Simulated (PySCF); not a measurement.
acetone cation (C₃H₆O), SMILES CC(C)=O (connectivity only; charge and spin as stated), charge +1, multiplicity 2.

Geometry: PBE-D3(BJ)/def2-SVP. The spin state was assumed, not searched.

Calculation: PBE-D3(BJ)/def2-SVP (PySCF).

Frequencies are harmonic and unscaled.

```tsv
mode	ν (cm⁻¹)	IR (km/mol)	moving atoms (share of kinetic energy)
1	77	0.3	H 99 %
2	121	1.5	H 88 %, O 8 %
3	333	1.7	C 51 %, H 34 %, O 15 %
4	341	1.6	O 46 %, C 42 %, H 13 %
5	469	0.3	C 49 %, H 44 %
6	724	0.3	C 77 %, H 13 %, O 9 %
7	834	0.2	H 81 %, C 18 %
8	899	2.9	H 59 %, C 41 %
9	950	7.2	C 61 %, H 38 %
10	984	13.5	C 56 %, H 43 %
11	1003	1.7	H 74 %, C 21 %
12	1236	16.8	H 82 %, C 13 %
13	1254	1.7	H 86 %, C 14 %
14	1321	21.4	H 95 %
15	1328	23.1	H 91 %, C 9 %
16	1359	0.1	H 95 %
17	1374	46.7	H 96 %
18	1633	3.0	C 55 %, O 39 %
19	2959	69.9	H 97 %
20	2965	30.6	H 97 %
21	3063	0.6	H 91 %, C 9 %
22	3067	62.2	H 91 %, C 9 %
23	3138	2.3	H 90 %, C 10 %
24	3139	37.0	H 90 %, C 10 %
```
